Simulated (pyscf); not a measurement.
HO–SiH₂• + hydrogen fluoride (HF) → F–SiH₂• + water (H₂O), a four-centre exchange (doublet surface; O–Si, F–H broken, F–Si, H–O formed). Optimised with ωB97X-D3(BJ)/def2-SVP in PySCF. Correlated levels are frozen-core, on RHF or UHF. ΔMP2 is the change of the MP2 total energy from the triple- to the quadruple-zeta basis. Energies in kJ/mol from the separated reactants.

Small-basis levels: PySCF, no dispersion term, spherical d functions. Open shells are spin-unrestricted. 

In single points B3LYP/LANL2DZ puts the saddle at 33.9 kJ/mol and the reaction energy at -23.3 kJ/mol. Should these be trusted to within a few kcal/mol? Compare with CCSD(T)/def2-TZVPP + ΔMP2(QZVPP).

CCSD(T)/def2-TZVPP + ΔMP2(QZVPP) gives ΔE‡ = 76.8 kJ/mol and ΔE = -36.6 kJ/mol. B3LYP/LANL2DZ lies 42.9 kJ/mol under it in the barrier and 13.3 kJ/mol over it in the reaction energy, so on this step it does not hold to within 12.6 kJ/mol. CCSD(T)/def2-TZVPP + ΔMP2(QZVPP) has limits of its own. On the reactant side the descent ends in a complex, 29.8 kJ/mol under the separated species and 95.5 kJ/mol under the saddle at ωB97X-D3(BJ)/def2-TZVP. On the product side the descent ends in a complex, 17.0 kJ/mol under the separated species and 118.9 kJ/mol under the saddle at ωB97X-D3(BJ)/def2-TZVP. At ωB97X-D3(BJ) the barrier from the zero used here is 65.7 kJ/mol. One saddle was located; it need not be the lowest between these sides. The CCSD(T) − MP2 part came from Ansatz, without density fitting, on the same reference.
